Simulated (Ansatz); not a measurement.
BF: state-averaged CASSCF

Calculated in Ansatz's Gaussian-basis code. State-averaged CASSCF with equal weights; occupations are averaged over the states; levels count from the state that is lowest in CASSCF. No symmetry is imposed, so a solution can break that of the shape. The lowest solution met needn't be the lowest there is, nor hold the orbitals that a chemist would pick. CASSCF levels without dynamic correlation can be off by over 1 eV. The average may hold one member of a degenerate pair alone.

Geometry: bond length 1.2630 Å.

Basis cc-pVTZ, nonrelativistic, 2 orbitals frozen in the corrections; active space CAS(6,6). Averaged: 1 singlet, 1 triplet.

(1) Give the levels in order, with their spins.

Same geometry.

Basis cc-pVTZ, nonrelativistic, 2 orbitals frozen in the corrections; active space CAS(6,6). Averaged: 1 singlet, 1 triplet, 1 quintet, 1 septet.

(2) Give the levels in order, with their spins.

Geometry: bond length 1.2629 Å.

Basis cc-pVDZ, nonrelativistic, 2 orbitals frozen in the corrections; active space CAS(10,8). Averaged: 2 singlets.

(3) Give the levels in order.

## Answers

(1) 

```
  state  CASSCF (eV)
singlet        0.000
triplet        3.065
```

Occupations: 1.99, 1.98, 1.46, 0.54, 0.02, 0.01.

(2) 

```csv
state,CASSCF (eV)
singlet,0.000
triplet,3.880
quintet,11.864
septet,30.871
```

Occupations: 1.74, 1.48, 1.23, 0.77, 0.52, 0.25.

(3) 

```csv
state,CASSCF (eV),SC-NEVPT2 (eV)
singlet,0.000,0.000
singlet,6.693,6.586
```

Occupations: 2.00, 1.99, 1.98, 1.98, 1.48, 0.53, 0.02, 0.02.
